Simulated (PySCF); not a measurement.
**One molecule, a ladder of functionals, a line**

Molecule: 2-chloro-1,1-difluoroethane (SMILES FC(F)CCl).

Structure with atom numbers: `[F:1][CH:2]([F:3])[CH2:4][Cl:5]` (H(Xn): hydrogen on atom n).

GIAO shieldings (ppm, equivalent atoms averaged) in PySCF 2.14 on the PBE0-D3(BJ)/def2-SVP geometry, basis pcSseg-2, gas phase, non-relativistic:

```csv
functional,exact exchange (%),σ(F1/F3),σ(C2),σ(C4),σ(Cl5)
BLYP,0,289.3,47.4,122.9,840.3
BP86,0,292.5,52.8,128.4,856.8
PBE,0,290.6,52.7,128.7,857.7
B3LYP,20,304.5,55.7,128.5,864.2
mPW1PW91,25,310.2,61.9,134.2,883.0
BHandHLYP,50,323.0,66.9,135.6,894.1
HF,100,348.9,84.8,146.6,938.0
```

(1) Fit each shielding as a line in the percentage of exact exchange.

(2) What does the line predict for PBE0 (25 %), and what does the run give?

Answers

(1) σ(F1/F3) = 292.1 + 0.59 x (rms 2.0 ppm); σ(C2) = 50.9 + 0.34 x (rms 2.1 ppm); σ(C4) = 126.6 + 0.20 x (rms 2.2 ppm); σ(Cl5) = 852.3 + 0.86 x (rms 6.6 ppm). The functionals also differ in their semilocal parts, which the line can't hold; Hartree–Fock has no correlation at all.

(2) σ(F1/F3): 306.9 predicted, 309.3 computed; σ(C2): 59.4 predicted, 62.5 computed; σ(C4): 131.6 predicted, 135.0 computed; σ(Cl5): 873.8 predicted, 885.4 computed ppm.
